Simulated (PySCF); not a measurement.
Geometry:
```json
{"atom": "C1", "x (Å)": "2.545", "y (Å)": "-0.303", "z (Å)": "0.241"}
{"atom": "C2", "x (Å)": "1.193", "y (Å)": "-0.274", "z (Å)": "-0.391"}
{"atom": "C3", "x (Å)": "0.030", "y (Å)": "-0.364", "z (Å)": "0.261"}
{"atom": "C4", "x (Å)": "-1.326", "y (Å)": "-0.321", "z (Å)": "-0.371"}
{"atom": "C5", "x (Å)": "-2.167", "y (Å)": "0.862", "z (Å)": "0.102"}
{"atom": "H6", "x (Å)": "3.148", "y (Å)": "-1.144", "z (Å)": "-0.142"}
{"atom": "H7", "x (Å)": "3.113", "y (Å)": "0.615", "z (Å)": "0.016"}
{"atom": "H8", "x (Å)": "2.479", "y (Å)": "-0.403", "z (Å)": "1.335"}
{"atom": "H9", "x (Å)": "1.168", "y (Å)": "-0.171", "z (Å)": "-1.485"}
{"atom": "H10", "x (Å)": "0.050", "y (Å)": "-0.463", "z (Å)": "1.356"}
{"atom": "H11", "x (Å)": "-1.864", "y (Å)": "-1.257", "z (Å)": "-0.137"}
{"atom": "H12", "x (Å)": "-1.218", "y (Å)": "-0.293", "z (Å)": "-1.468"}
{"atom": "H13", "x (Å)": "-3.167", "y (Å)": "0.853", "z (Å)": "-0.358"}
{"atom": "H14", "x (Å)": "-2.302", "y (Å)": "0.845", "z (Å)": "1.195"}
{"atom": "H15", "x (Å)": "-1.683", "y (Å)": "1.817", "z (Å)": "-0.156"}
```

- PBE0-D3(BJ)/def2-SVP geometry
- σ from GIAO-PBE0/pcSseg-1
- run in PySCF 2.14.0 with density-fitted response routines
- non-relativistic, one computed conformer, equivalent nuclei averaged, gas phase

δ = σ(ref) − σ, references computed at the same level: TMS for 13C (σ = 184.41 ppm) and 1H (σ = 31.27 ppm).

```tsv
atoms	nucleus	count	Hirshfeld charge	δ (ppm)
C1	13C	1	-0.12	21.2
C3	13C	1	-0.05	?
H9	1H	1	0.04	5.61
H13/H14/H15	1H	3	0.04	0.96
C4	13C	1	-0.07	31.0
H10	1H	1	0.04	?
C5	13C	1	-0.11	17.0
H11/H12	1H	2	0.04	1.93
H6/H7/H8	1H	3	0.04	1.74
C2	13C	1	-0.05	?
```

Estimate the values marked ?.

## Answers


- C3: 141.7 ppm, alkene CH; the olefinic region
- C2: 133.2 ppm, alkene CH; an sp2 carbon of a C=C bond
- H10: 5.61 ppm, hydrogen on an alkene CH; attached to an sp2 carbon and in the plane of the double bond

Shifts are as computed. Against solution values, carbons near 30 ppm lie about +2 ppm off and those near 130 ppm about +5 ppm. Of 1211 compounds with measured shifts, 218 miss one by over three times the rms of a fit or turn the order of signals round; such compounds aren't used in these exercises.
